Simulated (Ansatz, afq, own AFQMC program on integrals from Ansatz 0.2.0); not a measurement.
# CH, doublet: AFQMC among the cluster methods

```tsv
atom	x (Å)	y (Å)	z (Å)
C	-0.1076	-0.3802	-0.0972
H	-0.8620	0.3915	-0.4330
```

Basis def2-TZVP. Noble-gas cores (and the filled d shells of Ga–Kr and In–Xe) are frozen. Ansatz 0.2.0 and our own AFQMC program on the same integrals; the CISD trial comes from CCSD amplitudes, and released means the phaseless constraint is let go. Error bars are statistical, one sigma.

Determinant: ROHF, the one that the program's search chose, which needn't be the lowest solution. The geometry is a PBE0/def2-SVP stationary point of this or a neighbouring charge and spin state.

Full CI on the same integrals is exact in this basis and with this determinant's frozen core.

Cautions: a spin-contaminated unrestricted determinant lies lower (UHF 211 meV lower, ⟨S²⟩ 1.10).

```
T1 diagnostic                               : 0.0171
weight of the determinant in the CISD state : 0.932
size of the correlated space                : 5 electrons in 36 orbitals
```

```json
{"level": "MP2", "correlation energy (eV)": "-2.7943"}
{"level": "CCSD", "correlation energy (eV)": "-3.4663"}
{"level": "CCSD(T)", "correlation energy (eV)": "-3.5551"}
```

(1) Estimate where phaseless AFQMC with a CISD trial lies against CCSD(T) on the same integrals.

(1) 1.1 ± 0.1 kJ/mol below CCSD(T).

Reference: full CI, correlation energy -3.575 eV. The released energy is read at 2.40 1/Eh (meV from the phaseless value at times in 1/Eh: -2.7 ± 1.3 at 0.24, -5.6 ± 1.4 at 0.51, -8.7 ± 1.3 at 0.99, -10.2 ± 1.4 at 1.62, -10.3 ± 1.8 at 2.40).

```tsv
level	E − E(reference) (kJ/mol)	share of correlation (%)
CCSD(T)	1.9	99.43
CCSDT	0.2	99.93
CCSDT(Q)	0.0	99.99
CCSDTQ	0.0	100.00
ph-AFQMC/CISD	0.9 ± 0.1	99.75
released AFQMC	-0.1 ± 0.2	100.04
```

CCSDT and higher add their correlation energy to the determinant of the CCSD(T) run, since their own runs factorise the integrals more tightly (a shift of under 2 meV). A walk keeps the symmetry of its determinant, which the program's search chose and which needn't be the lowest solution, so a lower state of the same spin and another symmetry isn't excluded. Released energies are given only where the last usable release times agree within the noise; a slower fall can still hide under it.
